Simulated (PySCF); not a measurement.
## disulfane: bond dissociation enthalpies at several levels

Structure: `SS` (H2S2). Non-hydrogen atoms are numbered in `[SH:1][SH:2]`.

All levels share the PBE0-D3(BJ)/def2-SVP structures and the PBE0-D3(BJ)/def2-SVP thermal terms; only the single-point energies (PySCF) change. Values are bond dissociation enthalpies (298 K, kJ/mol).

```jsonl
{"level": "HF/ma-def2-TZVP", "S1–S2": "128", "S1–H": "221", "time": "1.7 s"}
{"level": "CCSD(T)/ma-def2-TZVP", "S1–S2": "250", "S1–H": "293", "time": "84 s"}
{"level": "MP2/ma-def2-TZVP", "S1–S2": "269", "S1–H": "291", "time": "5 s"}
{"level": "M06-2X/def2-TZVP", "S1–S2": "272", "S1–H": "303", "time": "–"}
```

Times are wall times for all single points of a level on 1 thread of Arm Neoverse N1, a shared host; the dash marks the run that also made the structures.

Hartree-Fock leaves out electron correlation, so its bond energies come out too low, often by 100 kJ/mol or more.

The widest spread is that of S1–S2: 145 kJ/mol, from 128 to 272.

Differences come from unrounded values, so a last digit can differ from that of the printed terms.
